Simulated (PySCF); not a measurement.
Gas-phase reaction: 2 H₃SiSiCl₃ + 2 SiCl₃ → 6 SiCl₂ + 3 H₂

Energies from PySCF (xtb for GFN2), thermal terms from the rigid-rotor harmonic-oscillator model, ideal gas at 1 bar. † marks an energy on the PBE0/def2-TZVP geometry and frequencies; other levels use their own. MP2 freezes the core. Open shells (unrestricted): SiCl₃ (multiplicity 2); the rest are closed-shell singlets. GFN2 has no spin-polarisation term. B3LYP is the form with VWN-RPA correlation. H₃SiSiCl₃: computed as isolated molecules; such fragments, hydroxides, amides, oligomers or adducts are transient or little studied in the gas. MP2 isn't extrapolated to the basis-set limit; its ΔH°(298 K) is 620.9 kJ in def2-SVP and 613.2 kJ in def2-TZVPP. The harmonic model lacks anharmonicity and excited electronic states, which grow with temperature; levels with a mode under 35 cm⁻¹ are left out. Internal rotation in H₃SiSiCl₃ is treated as a harmonic vibration of one conformer, which makes the entropy rough.

| level | ΔE electronic, kJ | ΔH°(298 K), kJ | ΔS°(298 K), J/K | ΔG°(2000 K), kJ |
|---|---|---|---|---|
| B3LYP/def2-TZVP† | 506 | 463 | 689 | -858 |
| GFN2-xTB | 565 | 515 | 650 | -719 |
| M06-2X/def2-TZVP† | 565 | 522 | 689 | -800 |
| MP2/def2-SVP† | 664 | 621 | 689 | -701 |
| PBE0/def2-QZVP† | 645 | 602 | 689 | -720 |
| PBE0/def2-SVP† | 663 | 620 | 689 | -702 |
| PBE0/def2-TZVP | 649 | 606 | 689 | -716 |
| r2SCAN/def2-TZVP† | 695 | 652 | 689 | -670 |
| LDA/def2-TZVP† | 688 | 645 | 689 | -677 |
| ωB97X-V/def2-TZVP† | 678 | 635 | 689 | -687 |
ΔH° is lowest at B3LYP/def2-TZVP† and highest at r2SCAN/def2-TZVP†. No reference value is set beside these.
